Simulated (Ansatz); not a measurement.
Input for Ansatz (development build ahead of 0.2.0):

```yaml
crystal:
  periodic: [false, false, false]
  atoms:
    - { symbol: C, position_ang: [-0.1778, 1.1459, -0.8169] }
    - { symbol: C, position_ang: [0.199, 1.2955, 0.5424] }
    - { symbol: C, position_ang: [0.3768, 0.1496, 1.3593] }
    - { symbol: C, position_ang: [0.1778, -1.1459, 0.8169] }
    - { symbol: C, position_ang: [-0.199, -1.2955, -0.5424] }
    - { symbol: C, position_ang: [-0.3768, -0.1496, -1.3593] }
    - { symbol: H, position_ang: [-0.3161, 2.0371, -1.4522] }
    - { symbol: H, position_ang: [0.3537, 2.303, 0.9643] }
    - { symbol: H, position_ang: [0.6698, 0.2659, 2.4164] }
    - { symbol: H, position_ang: [0.3161, -2.0371, 1.4522] }
    - { symbol: H, position_ang: [-0.3537, -2.303, -0.9643] }
    - { symbol: H, position_ang: [-0.6698, -0.2659, -2.4164] }
basis:
  gaussian: { orbitals: STO-3G }
hamiltonian:
  xc: hf
```

The input is written out in the form of the current development build from the run's settings.

Results

- Converged: yes
- Total energy: -227.88232 hartree
- Spin squared of the determinant: 0.000
